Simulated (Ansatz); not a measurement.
Geometry optimisation, RKS PBE-D4/def2-SVP (Ansatz).

input.yaml

```yaml
crystal:
  periodic: [false, false, false]
  atoms:
    - { symbol: Si, position_ang: [0.0, 0.0, 0.0] }
    - { symbol: H, position_ang: [0.9994, 0.0, 1.3254] }
    - { symbol: H, position_ang: [1.5827, 0.0, 0.5009] }
    - { symbol: "N", position_ang: [-0.8572, 1.4851, -0.6061] }
    - { symbol: H, position_ang: [-1.8773, 1.43, -0.8888] }
    - { symbol: H, position_ang: [-0.3367, 2.4058, -0.6766] }
    - { symbol: H, position_ang: [-0.6877, -1.1914, -0.4862] }
basis:
  gaussian: { orbitals: def2-SVP }
hamiltonian:
  xc: pbe
  dispersion: d4
relax:
  f_tol: 0.15
  max_steps: 25
  restrain:
    - { distance: [1, 2], at: 0.66, k: 30.0 }
    - { distance: [0, 1], at: 2.66, k: 30.0 }
    - { distance: [0, 2], at: 2.66, k: 30.0 }
```

Launched with:

```bash
$ ansatz run input.yaml --threads 1 --pin off --max-ram 2048MiB --backend cpu --events-out ev --progress --plain --runs-dir out
```

Question: Where does it end, and by what steps?

Answer: It converged. The restraints hold the end off the free minimum; the threshold counts their pulls, which the force column leaves out. Restrained pairs: H2–H3 (1.01 → 0.72 Å), Si1–H2 (1.66 → 2.66 Å), Si1–H3 (1.66 → 2.66 Å). After 15 steps the energy has fallen by 2.250 eV (the restraints' own energy left out); Si1 moved furthest, 1.07 Å.

| step | energy less start (eV) | largest force component (eV/Å) | accepted |
| --- | --- | --- | --- |
| 0 | 0.0000 | 3.552 | yes |
| 1 | 1.0657 | 4.478 | yes |
| 2 | 1.7262 | 5.600 | yes |
| 3 | 1.0387 | 7.383 | yes |
| 4 | -0.8147 | 4.111 | yes |
| 5 | -1.6439 | 1.365 | yes |
| 6 | -1.9077 | 1.457 | yes |
| 7 | -1.9730 | 1.424 | yes |
| 8 | -2.0334 | 2.072 | yes |
| 9 | -2.1563 | 1.578 | yes |
| 10 | -2.1945 | 1.552 | yes |
| 11 | -2.2357 | 1.486 | yes |
| 12 | -2.2428 | 1.690 | yes |
| 13 | -2.2454 | 1.550 | no |
| 14 | -2.2545 | 1.497 | yes |
| 15 | -2.2501 | 1.575 | yes |

```xyz
7
Properties=species:S:1:pos:R:3
Si 0.140 0.088 -1.056
H 1.065 -0.275 1.415
H 1.680 -0.046 1.109
N -0.909 1.439 -0.763
H -1.754 1.459 -0.186
H -0.704 2.361 -1.158
H -0.696 -0.897 -0.193
```

Run time: 18 s on 1 thread of Arm Neoverse V1, on a shared host, peak memory 0.11 GiB.
